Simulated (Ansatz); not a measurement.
Volume per atom (Å³/atom) of solids drawn from the class of elemental solids other than molecular ones, at two levels: PBE in Ansatz (PAW), and PBE-D4 in Ansatz (PAW).

```tsv
solid	PBE	PBE-D4	shift (%)
hcp Sc	24.65	23.89	-3.1
hcp Co	10.86	10.57	-2.7
hcp Ru	13.77	13.52	-1.8
hcp Cd	22.89	21.49	-6.1
α-phase Ga	20.29	19.00	-6.4
white tin (β-Sn)	28.41	27.17	-4.4
hcp Re	14.95	14.68	-1.8
hcp Lu	29.10	28.55	-1.9
hcp Os	14.28	14.03	-1.8
hcp Be	7.91	7.77	-1.8
```

The shifts run from -6.4 % to -1.8 %, with a median of -2.3 %.

Of 10 rows, PBE-D4 is the larger in 0 and the smaller in 10.

Ansatz's runs of these crystals have no spin polarisation, but for hcp Co.

Density-functional runs with spin start from parallel moments for hcp Co.

Spin–orbit coupling is left out, also for the solids with elements from indium on (white tin (β-Sn), hcp Re, hcp Lu, hcp Os); its size isn't shown.

Ansatz's density-functional and Hartree–Fock values are scalar-relativistic unless marked +SOC, with PAW data made under PBE.

Ansatz is an electronic-structure program.
